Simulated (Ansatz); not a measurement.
# SiF+ (triplet): PBE, r2SCAN over a scan of the distance Si1–F2, 6-31G

How well do these functionals follow the top wave-function level for SiF+ (triplet) over a scan of the distance Si1–F2?

Method: 6-31G, all electrons in the functionals; program: Ansatz 0.2.0, Gaussian basis.

Plan: PBE, r2SCAN, at 1.221 Å; 1.384 Å; 1.555 Å; 1.746 Å; 1.912 Å; 2.163 Å; 2.485 Å; 2.926 Å; 3.448 Å; 4.128 Å; 5.350 Å.

29 further runs of the same task are left out: 9 for a known fault of the program, 14 that didn't finish, 6 set aside as unsound or not needed.

## Step 1: What is computed

The geometry derives from a PBE0/def2-TZVP stationary point (not a proven minimum). One bond is set to the value named and the two fragments are kept rigid.

2 atoms, charge 1, spin multiplicity 3.

Atoms are counted from 1 here; the program's logs count them from 0.

Bond lengths: Si1–F2 1.555 Å.

Geometry (Å):

```xyz
2

Si    0.0000    0.0000    0.0000
F     0.0000    0.0000    1.5548
```

No dispersion term is added.

The geometry shown and the zero of energy belong to the point 1.555 Å. The yardstick, FCI, and other wave-function levels (R restricted, U unrestricted, valence and pair active spaces) come from earlier runs.

## Step 2: PBE, 1.221 Å

Contents of in.yaml:

```yaml
crystal:
  periodic: [false, false, false]
  atoms:
    - {symbol: Si, position_ang: [0.000000, 0.000000, 0.000000]}
    - {symbol: F, position_ang: [0.000000, 0.000000, 1.221000]}
basis:
  gaussian: {orbitals: 6-31G}
total_charge: 1
magnetization: {spin_polarized: true, initial_magnetization: 2}
hamiltonian: {xc: {name: PBE}}
output: {orbitals: {seedname: orbitals}}
```

Launch:

```console
$ ansatz run in.yaml --threads 1 --pin off --events-out ev --progress --plain --max-ram 2393MiB
```

Further steps of the session: PBE, 1.384 Å; PBE, 1.555 Å; PBE, 1.746 Å; PBE, 1.912 Å; PBE, 2.163 Å; PBE, 2.485 Å; PBE, 2.926 Å; PBE, 3.448 Å; PBE, 4.128 Å; PBE, 5.350 Å; r2SCAN, 1.221 Å; r2SCAN, 1.384 Å; r2SCAN, 1.555 Å; r2SCAN, 1.746 Å; r2SCAN, 1.912 Å; r2SCAN, 2.163 Å; r2SCAN, 2.485 Å; r2SCAN, 2.926 Å; r2SCAN, 3.448 Å; r2SCAN, 4.128 Å; r2SCAN, 5.350 Å.

Q: Predict the results of all the runs planned. Wanted: span of the FCI curve; largest miss, PBE; largest miss, r2SCAN; largest miss, RCCSD(T); largest miss, UCCSD(T).

**Answer**, as computed:

```
              quantity                     value
 span of the FCI curve            181.5 kcal/mol
     largest miss, PBE  +21.3 kcal/mol (5.350 Å)
  largest miss, r2SCAN  +21.5 kcal/mol (5.350 Å)
largest miss, RCCSD(T)   +0.7 kcal/mol (2.163 Å)
largest miss, UCCSD(T)   +0.7 kcal/mol (2.163 Å)
```

**Reading.** Of the functionals, PBE and UHF keep the smallest largest miss at the points compared (at most 21.3 kcal/mol) and r2SCAN strays most (21.5 kcal/mol, at 5.350 Å). Functionals and the yardstick converge differently with the basis, so part of each miss in 6-31G is the basis.
